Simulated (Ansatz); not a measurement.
Cost and result for the atomization energy of C3H3F3 (`C=C(F)C(F)F`) (9 atoms, 8 bonds).

```xyz
9

C    -0.987    0.389   -0.952
C     0.133    0.439   -0.259
F     1.033    1.404   -0.431
C     0.533   -0.553    0.785
F     0.715    0.065    1.976
F     1.710   -1.135    0.454
H    -1.221    1.138   -1.696
H    -1.690   -0.414   -0.779
H    -0.225   -1.332    0.903
```

Charge 0, multiplicity 1. All single points use the PBE0-D4/def2-TZVP geometry. It is one conformer, not always the lowest. Program: Ansatz. All runs use 4 threads of a server CPU on a shared host. Times are those of one run each, without the atoms' runs, and a repeat can differ threefold. Electronic energies, without spin–orbit coupling; frozen cores. CCSD(T)/CBS adds CCSD(T) − MP2 in def2-TZVPP to the MP2 limit, and its time is that of the two runs behind it. T1 = 0.012. B3LYP takes the VWN-RPA correlation (the form of Gaussian; ORCA's B3LYP/G).

CCSD(T)/CBS is a level of theory with its own doubt, some kJ/mol a heavy atom from the limit and from the frozen cores, so smaller differences don't rank the functionals.

```json
{"level": "MP2/def2-QZVPP", "functions": "432", "atomization (kcal/mol)": "909.7", "difference from CCSD(T)/CBS": "20.7", "per bond": "2.6"}
{"level": "CCSD(T)/def2-TZVPP", "functions": "228", "atomization (kcal/mol)": "865.7", "difference from CCSD(T)/CBS": "-23.3", "per bond": "-2.9"}
{"level": "ωB97X-V/def2-TZVPP", "functions": "228", "atomization (kcal/mol)": "892.2", "difference from CCSD(T)/CBS": "3.2", "per bond": "0.4"}
{"level": "ωB97M-V/def2-TZVPP (with forces)", "functions": "228", "atomization (kcal/mol)": "893.8", "difference from CCSD(T)/CBS": "4.8", "per bond": "0.6"}
{"level": "PBE-D4/def2-TZVPP (with forces)", "functions": "228", "atomization (kcal/mol)": "928.7", "difference from CCSD(T)/CBS": "39.7", "per bond": "5.0"}
{"level": "B2PLYP/def2-TZVPP", "functions": "228", "atomization (kcal/mol)": "881.9", "difference from CCSD(T)/CBS": "-7.1", "per bond": "-0.9"}
{"level": "PBE0-D4/def2-TZVPP", "functions": "228", "atomization (kcal/mol)": "898.5", "difference from CCSD(T)/CBS": "9.5", "per bond": "1.2"}
{"level": "r2SCAN-D4/def2-TZVPP (with forces)", "functions": "228", "atomization (kcal/mol)": "896.4", "difference from CCSD(T)/CBS": "7.4", "per bond": "0.9"}
{"level": "CCSD(T)/CBS(def2)", "functions": "–", "atomization (kcal/mol)": "889.0", "difference from CCSD(T)/CBS": "0.0", "per bond": "0.0"}
{"level": "B3LYP-D4/def2-TZVPP (with forces)", "functions": "228", "atomization (kcal/mol)": "888.5", "difference from CCSD(T)/CBS": "-0.5", "per bond": "-0.1"}
```

(1) Order the runs by time, with rough figures. (An estimate is asked.)

Results:

(1) Ansatz gave: PBE-D4/def2-TZVPP (with forces) 9.6 s; PBE0-D4/def2-TZVPP 9.6 s; r2SCAN-D4/def2-TZVPP (with forces) 12 s; B2PLYP/def2-TZVPP 15 s; B3LYP-D4/def2-TZVPP (with forces) 15 s; ωB97X-V/def2-TZVPP 18 s; ωB97M-V/def2-TZVPP (with forces) 25 s; MP2/def2-QZVPP 48 s; CCSD(T)/def2-TZVPP 3.9 min; CCSD(T)/CBS(def2) 4.7 min.

From PBE to PBE0 (25 % exact exchange), in def2-TZVPP and without D4, the atomization energy moves by −29.7 kcal/mol: exact exchange takes away binding that semilocal exchange gives to molecules. The D4 term adds +5.5 kcal/mol with B3LYP and +2.9 kcal/mol with PBE0; it sums over pairs of atoms, weighted by their polarisabilities, and B3LYP, whose exchange is more repulsive, gets the larger term. In def2-TZVPP, CCSD(T) changes the Hartree–Fock value by +237.9 kcal/mol (the triples alone add +17.5 kcal/mol) and MP2 by +268.1 kcal/mol; breaking electron pairs costs correlation energy, which Hartree–Fock lacks.
